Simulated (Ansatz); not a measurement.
# AlSiH₂+ (singlet): wave-function methods side by side, cc-pVTZ

One table from this session's results is given with a row withheld; the runs are named, their logs left out.

Method: cc-pVTZ, core rule «outside noble gas», up to 10 orbitals frozen; program: Ansatz 0.2.0, Gaussian basis.

Plan: UHF; CCSD(T) on RHF; CCSD(T) on UHF; BCCD(T) on RHF; CCSDT(Q) on RHF; CCSDT(Q) on UHF.

13 further runs of the same task are left out: 8 for a known fault of the program, 5 set aside as unsound or not needed.

## What is computed

The geometry is a PBE0/def2-TZVP stationary point (not a proven minimum) of the parent state, kept for this charge and spin.

4 atoms, charge 1, spin multiplicity 1.

Atoms are counted from 1 here; the program's logs count them from 0.

Bond lengths: Si1–Al2 2.453 Å, Al2–H3 1.595 Å, Al2–H4 1.595 Å. Angles: Si1–Al2–H3 120.0°, Si1–Al2–H4 120.0°, H3–Al2–H4 119.9°.

The first run:

in.yaml

```yaml
crystal:
  periodic: [false, false, false]
  atoms:
    - {symbol: Si, position_ang: [0.000000, 0.000000, 1.274311]}
    - {symbol: Al, position_ang: [0.000000, 0.000000, -1.178752]}
    - {symbol: H, position_ang: [0.000000, -1.380606, -1.976865]}
    - {symbol: H, position_ang: [0.000000, 1.380606, -1.976865]}
basis:
  gaussian: {orbitals: cc-pVTZ}
total_charge: 1
magnetization: {spin_polarized: true, initial_magnetization: 0}
hamiltonian: {xc: hf}
output: {orbitals: {seedname: orbitals}}
```

The run is started by

```
$ ansatz run in.yaml --threads 1 --pin off --events-out ev --progress --plain --max-ram 2560MiB --backend cpu
```

Steps of the session up to this table: UHF; CCSD(T) on RHF; CCSD(T) on UHF; BCCD(T) on RHF; CCSDT(Q) on RHF; CCSDT(Q) on UHF.

One table of the session follows, with a row left open; its other results are not shown here.

| method | from RCCSDT(Q) (kcal/mol) |
| --- | --- |
| RHF | +115.89 |
| UHF | +107.00 |
| RMP2 | +29.11 |
| UMP2 | ? |
| RCCSD | +3.90 |
| UCCSD | +4.37 |
| RCCSD(T) | +0.92 |
| UCCSD(T) | +1.37 |
| BCCD(T) | +0.90 |
| RCCSDT | +0.18 |
| UCCSDT | +0.31 |
| RCCSDT(Q) | 0 |
| UCCSDT(Q) | +0.08 |

Estimate the missing values for UMP2.

**Answer.** from RCCSDT(Q) (kcal/mol): +31.02. In the column «from RCCSDT(Q) (kcal/mol)» it lies between RMP2 (+29.11) and UHF (+107.00).

Limits of these values: The determinant is far from a pure spin state, so its energy mixes those of several spin states (harmless only where they are near-degenerate, as at dissociation). Restricted and unrestricted rows rest on different reference determinants; where their highest levels disagree by more than a few hundredths of an eV, they describe different states and don't form one ladder.
